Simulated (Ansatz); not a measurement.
Born–Oppenheimer molecular dynamics of CH6BN (9 atoms, charge 0, multiplicity 1). It goes on from the last frame of an earlier run, with new velocities.

All numbers below come from RKS BHLYP-D4/def2-TZVP in Ansatz 0.2.0.

```yaml
ensemble: NVE (velocity Verlet)
time_step: 0.5 fs
steps_asked: 150
starting_velocities_drawn_for: 300 K
seed: 853703
```

Frames 0.5 fs apart, positions in Å.

Velocities at 15.0 fs (Å/ps):

```
B 1.36 5.21 -1.99
N 2.93 -3.19 3.29
H -6.72 21.22 -11.68
H -20.97 13.85 -18.13
H -16.06 -27.55 7.30
C -1.47 -2.82 0.34
H 11.10 5.50 -18.14
H -3.81 -1.01 -2.33
H -1.22 10.16 14.46
```

```xyz
9
Properties=species:S:1:pos:R:3 time_fs=15.0 energy_less_start_eV=0.042 T=252
B 0.031 -0.107 0.070
N -0.021 0.056 1.427
H -0.837 0.200 1.996
H 0.846 0.060 1.971
H 1.133 -0.176 -0.443
C -1.392 -0.001 -0.734
H -1.768 -0.802 -1.352
H -2.188 0.333 -0.052
H -1.472 0.807 -1.392
9
Properties=species:S:1:pos:R:3 time_fs=15.5 energy_less_start_eV=0.016 T=280
B 0.032 -0.105 0.069
N -0.020 0.054 1.429
H -0.840 0.210 1.990
H 0.834 0.067 1.961
H 1.124 -0.190 -0.439
C -1.393 -0.002 -0.733
H -1.762 -0.800 -1.361
H -2.190 0.331 -0.053
H -1.472 0.814 -1.386
9
Properties=species:S:1:pos:R:3 time_fs=16.0 energy_less_start_eV=-0.005 T=303
B 0.032 -0.102 0.067
N -0.018 0.053 1.431
H -0.843 0.221 1.983
H 0.821 0.074 1.952
H 1.114 -0.204 -0.435
C -1.393 -0.004 -0.733
H -1.756 -0.800 -1.369
H -2.191 0.328 -0.054
H -1.469 0.824 -1.383
9
Properties=species:S:1:pos:R:3 time_fs=16.5 energy_less_start_eV=-0.015 T=315
B 0.032 -0.099 0.066
N -0.016 0.051 1.433
H -0.845 0.230 1.974
H 0.809 0.081 1.943
H 1.103 -0.219 -0.431
C -1.394 -0.005 -0.732
H -1.749 -0.800 -1.375
H -2.192 0.322 -0.054
H -1.465 0.836 -1.383
9
Properties=species:S:1:pos:R:3 time_fs=17.0 energy_less_start_eV=-0.016 T=316
B 0.031 -0.096 0.064
N -0.015 0.050 1.435
H -0.846 0.240 1.966
H 0.800 0.088 1.937
H 1.093 -0.234 -0.428
C -1.395 -0.006 -0.731
H -1.741 -0.802 -1.381
H -2.193 0.314 -0.053
H -1.459 0.851 -1.385
9
Properties=species:S:1:pos:R:3 time_fs=17.5 energy_less_start_eV=-0.016 T=317
B 0.030 -0.093 0.061
N -0.014 0.048 1.437
H -0.847 0.249 1.956
H 0.795 0.095 1.934
H 1.082 -0.249 -0.425
C -1.395 -0.007 -0.730
H -1.734 -0.804 -1.387
H -2.194 0.304 -0.052
H -1.451 0.866 -1.388
9
Properties=species:S:1:pos:R:3 time_fs=18.0 energy_less_start_eV=-0.026 T=328
B 0.029 -0.091 0.059
N -0.013 0.047 1.438
H -0.847 0.258 1.946
H 0.795 0.103 1.935
H 1.072 -0.265 -0.423
C -1.396 -0.008 -0.729
H -1.725 -0.808 -1.390
H -2.195 0.292 -0.050
H -1.441 0.880 -1.391
9
Properties=species:S:1:pos:R:3 time_fs=18.5 energy_less_start_eV=-0.047 T=351
B 0.027 -0.088 0.057
N -0.012 0.045 1.440
H -0.848 0.266 1.937
H 0.801 0.110 1.939
H 1.064 -0.281 -0.422
C -1.396 -0.009 -0.728
H -1.716 -0.811 -1.393
H -2.196 0.279 -0.048
H -1.429 0.894 -1.394
9
Properties=species:S:1:pos:R:3 time_fs=19.0 energy_less_start_eV=-0.074 T=380
B 0.025 -0.085 0.055
N -0.012 0.044 1.441
H -0.848 0.274 1.927
H 0.810 0.118 1.948
H 1.057 -0.296 -0.422
C -1.396 -0.009 -0.727
H -1.706 -0.815 -1.395
H -2.197 0.264 -0.045
H -1.417 0.906 -1.397
9
Properties=species:S:1:pos:R:3 time_fs=19.5 energy_less_start_eV=-0.096 T=403
B 0.022 -0.083 0.052
N -0.011 0.043 1.442
H -0.848 0.283 1.918
H 0.823 0.126 1.959
H 1.052 -0.312 -0.423
C -1.397 -0.009 -0.726
H -1.696 -0.819 -1.396
H -2.198 0.247 -0.042
H -1.403 0.916 -1.398
9
Properties=species:S:1:pos:R:3 time_fs=20.0 energy_less_start_eV=-0.106 T=415
B 0.019 -0.080 0.050
N -0.011 0.041 1.443
H -0.849 0.291 1.910
H 0.836 0.134 1.971
H 1.048 -0.328 -0.426
C -1.397 -0.008 -0.725
H -1.685 -0.823 -1.395
H -2.200 0.230 -0.038
H -1.389 0.923 -1.397
9
Properties=species:S:1:pos:R:3 time_fs=20.5 energy_less_start_eV=-0.106 T=415
B 0.015 -0.078 0.048
N -0.011 0.040 1.443
H -0.850 0.299 1.903
H 0.848 0.141 1.984
H 1.046 -0.344 -0.431
C -1.397 -0.007 -0.725
H -1.673 -0.826 -1.394
H -2.202 0.211 -0.034
H -1.374 0.926 -1.395
```

Of the whole run (75 fs, mean temperature of the second half 313 K): The conserved energy stayed within 0.34 meV per atom of its start (net change -0.089 meV per atom), so the integration is sound. A run of 0.075 ps of so small a system gives no equilibrium averages.

Time of the run: 2.1 min on 4 threads of Arm Neoverse V2, with other jobs on the host, peak memory 0.22 GiB.
